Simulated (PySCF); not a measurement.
## Telling isomers of C₄H₅FO apart by NMR

Calculated, not measured (PySCF 2.14.0 with density-fitted response routines): shieldings: GIAO PBE0/pcSseg-1, J: B3LYP/pcJ-1 (spin–dipole term left out of most H,H and C,H couplings), PBE0-D3(BJ)/def2-SVP structure. No solvent model, averaged over atoms made equivalent by symmetry, fast rotation or ring inversion, one conformer, relativity neglected.

Chemical shifts δ = σref − σ; ¹H (31.27 ppm), ¹³C (184.41 ppm) vs TMS, all at this level. Multiplet labels drop J under 1 Hz and among equivalent protons, and merge close values. Unscaled 3J(H,H) run several per cent high. Vicinal couplings that depend on rotamer populations or ring flexing (ring, CH–CH, X–H and H–F types) are those of the one conformer. One-bond C–F couplings are unscaled and too large by tens of Hz. Shifts are as computed. Against solution values, carbons near 30 ppm lie about +2 ppm off and those near 130 ppm about +5 ppm. Of 1211 compounds with measured shifts, 218 miss one by over three times the rms of a fit or turn the order of signals round; such compounds aren't used in these exercises. OH and NH positions are gas-phase values without hydrogen bonding to other molecules.

(1) Tabulate the signals of `CC1=C(F)[C@@H]1O`, `O=C(F)C1CC1` and their relative energies.

(2) What is the quickest way to tell CC1=C(F)[C@@H]1O from O=C(F)C1CC1?

Results:

(1) 
```json
{"SMILES": "CC1=C(F)[C@@H]1O", "carbon types": "2×C 1×CH 1×CH3", "δC": "148.4, 100.7, 59.9, 7.9", "δH": "4.26 (dq, 1H), 1.99 (dd, 3H), 1.05 (br s, 1H)", "E rel. (kcal/mol)": "58.2"}
{"SMILES": "O=C(F)C1CC1", "carbon types": "1×C 1×CH 2×CH2", "δC": "174.2, 13.3, 11.9", "δH": "1.37 (m, 1H), 1.10 (m, 2H), 1.03 (m, 2H)", "E rel. (kcal/mol)": "0.0"}
```

Energies are electronic energies at PBE0/pcSseg-1 on these geometries, without zero-point or thermal terms, each for the one conformer computed, which needn't be the lowest.

(2) Count the carbon signals: 4 against 3. The first has a fully substituted alkene carbon (C) at 100.7 ppm, the second a three-membered-ring carbon (CH2) at 13.3 ppm. Their most deshielded carbons lie at 148.4 and 174.2 ppm. In the proton spectra the most deshielded non-exchanging signals are 4.26 (dq, J = 2.7, 1.1 Hz, 1H) and 1.37 (m, 1H).
